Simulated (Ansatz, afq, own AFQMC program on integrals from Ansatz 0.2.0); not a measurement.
Two steps: Ansatz 0.2.0 writes the Fock matrix and Cholesky factors of the valence space, and afq projects on them the lowest state that overlaps trial and start.

```yaml
crystal:
  periodic: [false, false, false]
  atoms:
    - {symbol: Si, position_ang: [-0.086624, -0.032276, 0.579137]}
    - {symbol: O, position_ang: [0.088491, 0.099651, -1.058633]}
    - {symbol: H, position_ang: [0.642493, -1.228094, 1.108382]}
    - {symbol: H, position_ang: [0.485976, 1.218586, 1.144898]}
    - {symbol: H, position_ang: [-0.119403, -0.672933, -1.586426]}
basis:
  gaussian: {orbitals: cc-pVDZ}
magnetization: {spin_polarized: true, initial_magnetization: 1}
correlation: {method: ccsd_t, electrons: outside_noble_gas, hamiltonian_folder: ham}
```

```sh
$ ansatz run in.yaml --threads 1 --pin off --events-out ev --progress --plain --max-ram 1382MiB
```

afq runs on the folder ham with

```
--method phaseless --trial hf --walkers 120 --populations 1 --least-time 40 --time-step 0.005 --steps-per-block 20 --equilibration-blocks 112 --max-blocks 600 --target-error 0.00129 --factor-cut 1e-05 --start spin_pure --seed 7 --taylor-order 6
```

Times are imaginary, in 1/Eh. The walk had a cap of 1976 s.

Output of the walk:

```
orbitals 41  electrons 7 6  factors 313 of 440
reference energy -365.53071712 Eh
CCSD correlation -0.29915878 Eh in 11 cycles, weight of the determinant in the CISD state 0.8953
energy of the start -365.530769 Eh
 block  time / (1/Eh)  mean weight  energy / Eh
     1     0.100  1.0013  -365.609975
     2     0.200  1.0026  -365.671126
     3     0.300  1.0051  -365.711419
     4     0.400  1.0013  -365.731231
     5     0.500  1.0012  -365.772354
     8     0.800  1.0014  -365.813592
    18     1.800  1.0002  -365.820799
    69     6.900  0.9983  -365.853814
   120    12.000  1.0002  -365.819730
   171    17.100  1.0015  -365.859913
   222    22.200  0.9992  -365.833220
   273    27.300  1.0004  -365.845382
   324    32.400  1.0018  -365.843423
   375    37.500  0.9977  -365.860723
   426    42.600  0.9993  -365.816625
   460    46.000  1.0010  -365.894325
   477    47.700  0.9999  -365.836462
   528    52.800  1.0016  -365.830627
   579    57.900  1.0016  -365.873949
   596    59.600  0.9987  -365.786294
   630    63.000  1.0008  -365.830044
   681    68.100  0.9993  -365.849802
   698    69.800  0.9996  -365.796802
blocks merged  error / Eh  count
     1  0.000916  600
     2  0.001174  300
     4  0.001469  150
     8  0.001773  75
    16  0.001974  37
    32  0.002105  18
    64  0.002131  9
energy -365.837372 +/- 0.002105 Eh
(rows thinned)
```

The run passed its tests (sampling time, drift between the halves within three errors, error under three times the target), which doesn't prove that it has relaxed. The second half of the sampling lies above the first by 2.2 errors of their difference, so the energy may still be moving and its error bar be too small.

Against this walk (error 57.3 meV) on the same determinant: CCSD(T) 35.8 meV higher (within the noise), a separate phaseless walk with a CISD trial and standard settings 22.5 ± 60.4 meV lower (within the noise). The error is statistical and leaves out the bias of the constraint. None of these is a sure reference here.

Cautions: constraint bias not in the error; error above the target (57.3 against 35.1 meV).

The walk took 5.2 min on 1 thread of Arm Neoverse V2, on a shared host. The log's last line is the phaseless energy.
